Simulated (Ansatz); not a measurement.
Isolated molecules relaxed with PBE0-D4/def2-TZVP in Ansatz; ΔE leaves out vibrations. CCSD(T)/CBS is the MP2 limit (def2-TZVPP, def2-QZVPP) plus CCSD(T) − MP2 in def2-TZVPP, frozen cores. This one scheme is used for every species. Functionals use def2-TZVPP. B3LYP here is the variant with VWN-RPA as its local correlation; programs differ in this. HSE06 is defined as in plane-wave codes. No spin–orbit coupling; open shells (•) take unrestricted orbitals. One conformer a species, not always the lowest.

Consider the homolysis of the C–C bond: `CCOC` → `[CH3]`• + `[CH2]OC`•.

```tsv
level	ΔE (kcal/mol)	difference from CCSD(T)/CBS
LDA (SPW92)	107.4	13.6
PBE-D4	91.3	-2.5
revPBE-D4	88.8	-5.0
r2SCAN-D4	85.3	-8.5
B97M-V	91.9	-1.9
PBE0-D4	91.0	-2.8
B3LYP-D4	87.9	-5.9
r2SCANh-D4	85.4	-8.4
r2SCAN0-D4	85.4	-8.4
HSE06-D4	91.0	-2.8
CAM-B3LYP-D4	89.5	-4.3
ωB97X-V	93.5	-0.3
ωB97M-V	93.4	-0.4
B2PLYP	89.1	-4.7
PBE-QIDH	92.9	-0.9
PBE	89.9	-3.9
revPBE	84.1	-9.7
BLYP	83.3	-10.5
r2SCAN	84.9	-8.9
B3LYP	85.7	-8.1
r2SCANh	84.9	-8.9
r2SCAN0	85.0	-8.8
BHLYP	85.3	-8.5
CAM-B3LYP	88.3	-5.5
LC-ωPBE	88.8	-5.0
RPA@PBE/def2-TZVPP	89.7	-4.1
MP2/def2-SVP	96.1	2.3
CCSD/def2-SVP	90.9	-2.9
CCSD(T)/def2-SVP	92.5	-1.3
HF/def2-TZVPP	64.3	-29.5
MP2/def2-TZVPP	96.4	2.6
SCS-MP2/def2-TZVPP	95.4	1.6
CCSD/def2-TZVPP	89.7	-4.1
CCSD(T)/def2-TZVPP	91.9	-1.9
HF/def2-QZVPP	64.2	-29.6
MP2/def2-QZVPP	97.5	3.7
SCS-MP2/def2-QZVPP	96.6	2.8
HF/CBS(def2)	64.2	-29.6
MP2/CBS(def2)	98.3	4.5
CCSD/CBS(def2)	91.6	-2.2
CCSD(T)/CBS	93.8	0
```

Largest T1 diagnostic among the species: 0.016.

In def2-TZVPP, CCSD(T) changes the Hartree–Fock value by +27.5 kcal/mol (the triples alone add +2.2 kcal/mol) and MP2 by +32.1 kcal/mol; breaking electron pairs costs correlation energy, which Hartree–Fock lacks. The D4 term adds +2.2 kcal/mol with B3LYP and +1.2 kcal/mol with PBE0; it sums over pairs of atoms, weighted by their polarisabilities, and B3LYP, whose exchange is more repulsive, gets the larger term.
